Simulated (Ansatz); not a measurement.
Bulk modulus B0 (GPa) of solids drawn from the class of elemental solids other than molecular ones, at two levels: PBE (Ansatz, a program for electronic structure, PAW), and r²SCAN+rVV10 (PAW; Ansatz).

```csv
solid,PBE,r²SCAN+rVV10,shift (%)
fcc Ca,17.4,18.2,+4.6
white tin (β-Sn),47.6,57.4,+21
bcc Rb,2.78,2.79,+0.4
fcc Ag,91.5,113,+23
bcc Ba,8.70,8.58,-1.4
bcc V,182,197,+8.2
bcc Cs,1.96,1.98,+1.0
fcc Cu,141,170,+21
fcc Rh,257,293,+14.0
bcc Mo,259,277,+6.9
```

The shifts run from -1.4 % to +23 %, with a median of +7.6 %.

Over all 10 rows r²SCAN+rVV10 is the larger in 9.

Ansatz's runs of these crystals have no spin polarisation. A magnetic state wasn't tried for bcc V, fcc Rh with meta-GGA or hybrid levels, which favour moments.

Spin–orbit coupling is left out, also for the solids with elements from indium on (white tin (β-Sn), bcc Ba, bcc Cs); its size isn't shown.

Each level is taken at its own relaxed cell. Ansatz's density-functional and Hartree–Fock values are scalar-relativistic unless marked +SOC, with PAW data made under PBE.
